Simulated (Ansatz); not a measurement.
**[AlH4]− (SMILES [H][Al-]([H])([H])[H]): methods side by side**

[AlH4]− has 5 atoms, charge -1, and is taken as a singlet. As SMILES, `[H][Al-]([H])([H])[H]`. Geometry: a GFN2-xTB relaxation, a rough one for these elements and not checked as a minimum.

```xyz
5

Al   -0.0014   -0.0011    0.0000
H     0.0129   -0.0193    1.6271
H     1.5300    0.0130   -0.5529
H    -0.7739    1.3341   -0.5201
H    -0.7675   -1.3267   -0.5541
```

Each level gives the energy change with the Al1–H2 bond stretched from 1.627 to 2.034 Å (eV). The values are calculated.

```
                      level                    kind  program  value (eV)  CPU time (all runs)
  revPBE/6-31G (restricted)                     GGA   Ansatz        0.34                  2 s
   B3LYP/6-31G (restricted)           global hybrid   Ansatz        0.40                2.2 s
    PBE0/6-31G (restricted)           global hybrid   Ansatz        0.40                  2 s
 r2SCAN0/6-31G (restricted)         hybrid meta-GGA   Ansatz        0.43                4.4 s
   wB97X/6-31G (restricted)  range-separated hybrid   Ansatz        0.41                8.8 s
    CCSD/6-31G (restricted)   coupled cluster or CI   Ansatz        0.33               0.44 s
CCSDT(Q)/6-31G (restricted)   coupled cluster or CI   Ansatz        0.32               0.87 s
  CCSDTQ/6-31G (restricted)   coupled cluster or CI   Ansatz        0.32                9.1 s
                  FCI/3-21G      exact in the basis   Ansatz        0.35                 20 s
```

Sets without diffuse functions describe the anion poorly. The first shape isn't each level's own minimum. The values span 0.32 to 0.43 eV. All rows use very small basis sets, so none should be taken for the real molecule's value. Times are those of the runs behind each value, whatever else they computed, on shared processors of several kinds: orders of magnitude only.
